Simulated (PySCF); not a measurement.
Molecule: SMILES [H][H], H₂.

Bonds (- single, = double, # triple, : aromatic): H1-H2 0.761 Å.

Spin–spin couplings on one PBE0-D3(BJ)/def2-SVP geometry, PySCF 2.14, gas phase, non-relativistic, equivalent pairs averaged; isotopes 1H; basis pcJ-1.

Reference values (Hz): 1J(H1,H2) = 279.7 (measured; Jessen and Sauer, arXiv:2312.00705).

**Question.** How do the couplings (Hz) change with the functional? Times are CPU seconds on shared hosts with different chips, so compare them loosely.

**Answer.** 
| functional | functions | 1J(H1,H2) | abs. error | core-s |
| --- | --- | --- | --- | --- |
| HF | 20 | 366.3 | 86.6 | – |
| LDA | 20 | 231.0 | 48.7 | 0.1 |
| PBE | 20 | 297.1 | 17.4 | 0.1 |
| KT2 | 20 | 370.1 | 90.4 | 0.1 |
| B3LYP | 20 | 327.0 | 47.2 | 0.1 |
| PBE0 | 20 | 299.6 | 19.9 | 0.1 |
| B97-2 | 20 | 268.6 | 11.1 | 0.1 |
| BHandHLYP | 20 | 344.5 | 64.8 | 0.18 |
| CAM-B3LYP | 20 | 325.0 | 45.3 | 0.22 |

Errors compare magnitudes, without vibrational corrections. Closest: B97-2; furthest: KT2.
